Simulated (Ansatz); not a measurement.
# Litharge PbO

All values below come from PBEsol-D3(BJ) in Ansatz (PAW).

Settings: plane-wave cutoff 520 eV, 8×8×8 k mesh, Fermi–Dirac smearing 0.01 eV, scalar-relativistic PAW data made under PBE.

Cell (relaxed at this level):

```xyz
4
Lattice="3.9697 0.0000 0.0000 0.0000 3.9697 0.0000 0.0000 0.0000 4.7043" Properties=species:S:1:pos:R:3 pbc="T T T"
Pb     1.9849     0.0000     3.5251
Pb     0.0000     1.9849     1.1792
O      1.9849     1.9849     0.0000
O      0.0000     0.0000     0.0000
```

```yaml
bulk modulus B0: 31.1 GPa
band_gap: 0.90 eV
smallest_direct_gap_on_the_k_points_sampled: 1.97 eV
direct gap at Γ: 2.76 eV
pressure derivative B′ of the bulk modulus: 7.7
```

Measured, for comparison: bulk modulus 23.1 GPa (temperature not stated, no zero-point or thermal correction; as tabulated in Canepa et al. (2012), arXiv:1204.2842). Computed (rounded) less measured: bulk modulus +35 % (against room or unstated temperature, where such soft solids are markedly softer).

Note: the bulk modulus comes from volumes at which shape and atoms were relaxed.

Spin–orbit coupling is not included; with these elements it can move the gap by several tenths of an eV or more.

Ansatz is a first-principles code.
